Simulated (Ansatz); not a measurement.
SiH2F2, singlet: a nudged elastic band.

The input file, in.yaml:

```yaml
crystal:
  periodic: [false, false, false]
  atoms:
    - {symbol: Si, position_ang: [0.034679, -0.022147, -0.035464]}
    - {symbol: H, position_ang: [0.687644, 0.757651, -1.103142]}
    - {symbol: H, position_ang: [0.398318, -1.450938, -0.008036]}
    - {symbol: F, position_ang: [-1.536273, 0.094177, -0.215978]}
    - {symbol: F, position_ang: [0.415630, 0.621258, 1.362719]}
basis:
  gaussian: {orbitals: def2-SVP}
hamiltonian: {xc: pbe0, dispersion: d4}
neb:
  images: 5
  climbing: true
  max_iterations: 30
  initial_path: idpp
  spring: 500.0
  final_atoms:
    - {symbol: Si, position_ang: [-0.845258, -0.284205, 1.140221]}
    - {symbol: H, position_ang: [1.159332, -0.159574, -1.383827]}
    - {symbol: H, position_ang: [1.277908, -0.889977, -1.280993]}
    - {symbol: F, position_ang: [-1.732988, 0.414067, 0.003860]}
    - {symbol: F, position_ang: [0.141006, 0.919689, 1.520839]}
```

Launched with

```bash
ansatz run in.yaml --threads 2 --pin off --events-out ev --progress --plain --max-ram 4352MiB
```

The run's output (Ansatz 0.2.0):

```
Functional definition: PBE0
  name "PBE0"
  cite "Adamo & Barone, J. Chem. Phys. 110, 6158 (1999) doi:10.1063/1.478522"
  cite "Perdew, Burke & Ernzerhof, Phys. Rev. Lett. 77, 3865 (1996) doi:10.1103/PhysRevLett.77.3865"
  parent pbe
  parameter a = 0.25
  parameter kappa = 0.804
  parameter beta = 0.06672455060314922
  exchange = (1 - a)*pbe_x(kappa = kappa, mu = beta*pi^2/3) + a*exact_x
  correlation = pbe_c(beta = beta)
551 factors; integrals over basis functions are off by at most 3.2e-4 eV
mean field evaluation 1: about -13329.4563 eV, gradient 3.7e1 eV
mean field evaluation 2: about -13327.3316 eV, gradient 5.3e1 eV
mean field evaluation 4: about -13331.4462 eV, gradient 1.6e-1 eV
mean field evaluation 8: about -13331.4457 eV, gradient 6.2e-4 eV
mean field -13331.44570035 eV, -489.9215931093 hartree, gradient 1.2e-5 eV, S^2 0.000000; 0 other end points of the search recorded, 0 dependent functions left out
the calculation of the forces begins
reference -13331.44571879 eV, -489.9215937870 hartree; 17, 17 occupied and 39, 39 virtual orbitals, 551 factors
555 factors; integrals over basis functions are off by at most 3.9e-4 eV
mean field evaluation 16: about -13329.7250 eV, gradient 1.0e0 eV
mean field -13329.73215614 eV, -489.8586215213 hartree, gradient 2.1e-5 eV, S^2 0.000000; 0 other end points of the search recorded, 0 dependent functions left out
the calculation of the forces begins
reference -13329.73217762 eV, -489.8586223105 hartree; 17, 17 occupied and 39, 39 virtual orbitals, 555 factors
WARN: NEB end point (image 0): max|allowed force component| = 1.017e0 eV/Å (the criterion of neb.relax_end_points is 1.000e-2). That is over neb.f_tol: it is no minimum, so the barrier can be far off. Relax it first
WARN: NEB end point (image 6): max|allowed force component| = 1.120e0 eV/Å (the criterion of neb.relax_end_points is 1.000e-2). That is over neb.f_tol: it is no minimum, so the barrier can be far off. Relax it first
551 factors; integrals over basis functions are off by at most 3.8e-4 eV
mean field evaluation 32: about -13330.0375 eV, gradient 8.0e-2 eV
mean field -13330.03749646 eV, -489.8698425710 hartree, gradient 3.1e-5 eV, S^2 0.000000; 0 other end points of the search recorded, 0 dependent functions left out
the calculation of the forces begins
reference -13330.03751665 eV, -489.8698433128 hartree; 17, 17 occupied and 39, 39 virtual orbitals, 551 factors
552 factors; integrals over basis functions are off by at most 3.6e-4 eV
mean field -13327.05431480 eV, -489.7602126669 hartree, gradient 4.5e-5 eV, S^2 0.000000; 0 other end points of the search recorded, 0 dependent functions left out
the calculation of the forces begins
reference -13327.05433528 eV, -489.7602134197 hartree; 17, 17 occupied and 39, 39 virtual orbitals, 552 factors
551 factors; integrals over basis functions are off by at most 1.9e-3 eV
mean field evaluation 64: about -13325.3723 eV, gradient 1.3e-3 eV
mean field -13325.37231361 eV, -489.6984002633 hartree, gradient 1.5e-5 eV, S^2 0.000000; 0 other end points of the search recorded, 0 dependent functions left out
the calculation of the forces begins
reference -13325.37233520 eV, -489.6984010567 hartree; 17, 17 occupied and 39, 39 virtual orbitals, 551 factors
554 factors; integrals over basis functions are off by at most 1.1e-3 eV
mean field -13327.05861318 eV, -489.7603706296 hartree, gradient 2.7e-5 eV, S^2 0.000000; 0 other end points of the search recorded, 0 dependent functions left out
the calculation of the forces begins
reference -13327.05863506 eV, -489.7603714335 hartree; 17, 17 occupied and 39, 39 virtual orbitals, 554 factors
553 factors; integrals over basis functions are off by at most 1.2e-3 eV
mean field -13328.85886815 eV, -489.8265287795 hartree, gradient 3.6e-5 eV, S^2 0.000000; 0 other end points of the search recorded, 0 dependent functions left out
the calculation of the forces begins
reference -13328.85888946 eV, -489.8265295625 hartree; 17, 17 occupied and 39, 39 virtual orbitals, 553 factors
NEB iter   1: max|band force component| = 6.154e0 eV/Å  barrier→ = 6.0550 eV  barrier← = 4.3412 eV  Δτ_max = 0.2000 Å  (160 SCF iters)
NEB iter   2: max|band force component| = 4.458e0 eV/Å  barrier→ = 4.5984 eV  barrier← = 2.8846 eV  Δτ_max = 0.2000 Å  (129 SCF iters)
NEB iter   3: max|band force component| = 2.515e0 eV/Å  barrier→ = 3.2208 eV  barrier← = 1.5069 eV  Δτ_max = 0.1007 Å  (135 SCF iters)
NEB iter   4: max|band force component| = 9.496e-1 eV/Å  barrier→ = 3.0400 eV  barrier← = 1.3261 eV  Δτ_max = 0.0523 Å  (120 SCF iters)
NEB iter   5: max|band force component| = 2.381e0 eV/Å  barrier→ = 3.0267 eV  barrier← = 1.3129 eV  CI = image 3  Δτ_max = 0.1439 Å  (120 SCF iters)
NEB iter   6: max|band force component| = 3.355e0 eV/Å  barrier→ = 3.6856 eV  barrier← = 1.9717 eV  CI = image 3  Δτ_max = 0.1791 Å  (128 SCF iters)
NEB iter   7: max|band force component| = 1.991e0 eV/Å  barrier→ = 3.4209 eV  barrier← = 1.7071 eV  CI = image 3  Δτ_max = 0.1081 Å  (129 SCF iters)
NEB iter   8: max|band force component| = 1.208e0 eV/Å  barrier→ = 3.6778 eV  barrier← = 1.9639 eV  CI = image 3  Δτ_max = 0.0488 Å  (123 SCF iters)
NEB iter   9: max|band force component| = 2.297e-1 eV/Å  barrier→ = 3.6391 eV  barrier← = 1.9253 eV  CI = image 3  Δτ_max = 0.0176 Å  (119 SCF iters)
NEB iter  10: max|band force component| = 7.234e-2 eV/Å  barrier→ = 3.6374 eV  barrier← = 1.9236 eV  CI = image 3  Δτ_max = 0.1241 Å  (115 SCF iters)
NEB iter  11: max|band force component| = 1.567e0 eV/Å  barrier→ = 3.6364 eV  barrier← = 1.9225 eV  CI = image 3  Δτ_max = 0.0621 Å  (119 SCF iters)
NEB iter  12: max|band force component| = 5.293e-1 eV/Å  barrier→ = 3.6361 eV  barrier← = 1.9222 eV  CI = image 3  Δτ_max = 0.0617 Å  (109 SCF iters)
NEB iter  13: max|band force component| = 1.536e-1 eV/Å  barrier→ = 3.6359 eV  barrier← = 1.9221 eV  CI = image 3  Δτ_max = 0.0077 Å  (112 SCF iters)
NEB iter  14: max|band force component| = 6.036e-2 eV/Å  barrier→ = 3.6359 eV  barrier← = 1.9221 eV  CI = image 3  Δτ_max = 0.0021 Å  (98 SCF iters)
NEB iter  15: max|band force component| = 2.158e-2 eV/Å  barrier→ = 3.6359 eV  barrier← = 1.9221 eV  CI = image 3  Δτ_max = 0.0000 Å  (808 SCF iters)
Total energy: -13327.85694198 eV, -489.7897086720 hartree
Atom 0 at    -0.236109    -0.268623     0.381397 Å, force     0.002094    -0.001969    -0.001932 eV/Å
Atom 1 at     0.778992     0.111756    -1.000113 Å, force     0.000096     0.000273    -0.000210 eV/Å
Atom 2 at     0.687917    -1.020242    -0.510256 Å, force    -0.002024     0.001367     0.002046 eV/Å
Atom 3 at    -1.607696     0.320993    -0.238247 Å, force    -0.000396     0.000080    -0.000205 eV/Å
Atom 4 at     0.376894     0.856118     1.367318 Å, force     0.000230     0.000249     0.000301 eV/Å
Dipole moment:     0.135101    -0.320087    -0.060312 e Å

[the SCF lines of later steps are left out]
```

The lines “mean field evaluation” count trial sets of orbitals through the whole run, from several starts and some on an approximate energy, so they need not fall steadily or lie above the final value.

Hardware: 2 CPU threads of an Intel Xeon 6975P-C, shared host. Wall time about 44 s.


The run ended normally. The spring constant of 500 eV/Å² is a hundred times the default.